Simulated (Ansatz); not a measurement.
Lattice parameter c (Å) of solids drawn from the class of oxides, at two levels: PBE (Ansatz, a first-principles code, PAW), and HSE06 in Ansatz (PAW).

```
solid                                 PBE   HSE06  shift (%)
---------------------------------  ------  ------  ---------
anatase TiO₂ (metastable phase)     9.697   9.585      -1.15
rutile TiO₂                         2.964   2.944      -0.67
α-quartz (SiO2)                     5.510   5.464      -0.83
A-type hexagonal La₂O₃              6.187   6.138      -0.79
rutile SnO₂                         3.238   3.188      -1.54
rutile CrO₂                         2.921   2.922      +0.03
rutile PbO₂                         3.443   3.361      -2.38
corundum Ga₂O₃ (metastable phase)  13.623  13.443      -1.32
SiO₂ (P4₁2₁2, No. 92)               7.103   7.079      -0.34
corundum (α-Al2O3)                 13.123  12.979      -1.10
```

The shifts run from -2.38 % to +0.03 %, with a median of -0.97 %.

Over all 10 rows HSE06 is the larger in 1.

Database compounds that came out metallic weren't drawn.

Ansatz's runs of these crystals have no spin polarisation, but for rutile CrO2.

Density-functional runs with spin start from parallel moments for rutile CrO2.

Spin–orbit coupling is left out, also for the solids with elements from indium on (A-type hexagonal La2O3, rutile SnO2, rutile PbO2); its size isn't shown.

Ansatz's density-functional and Hartree–Fock values are scalar-relativistic unless marked +SOC, with PAW data made under PBE.
